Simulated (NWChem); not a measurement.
hydrogen isocyanide (CHN); SMILES [NH+]#[C-]

```xyz
3

C      0.0000     0.0000     0.7553
N      0.0000     0.0000    -0.4288
H      0.0000     0.0000    -1.4413
```
Atoms are numbered in this order, from 1.

The geometry was optimised at PBE-D3(BJ)/def2-SVP.

Hartree-Fock couplings suffer from near triplet instabilities.

Split the isotropic spin-spin couplings (Hz) from Hartree-Fock/pcJ-1 (NWChem) into Fermi-contact, spin-dipolar, paramagnetic and diamagnetic spin-orbit terms, for the pairs 1–2, 1–3, 2–3.


```
pair               FC     SD    PSO    DSO   total
-------------  ------  -----  -----  -----  ------
13C(1)–14N(2)   16.00   5.59   1.38  -0.02   22.96
13C(1)–1H(3)    14.15  -0.32   7.68  -1.95   19.57
14N(2)–1H(3)   115.65   0.77  -0.66   0.12  115.87
```
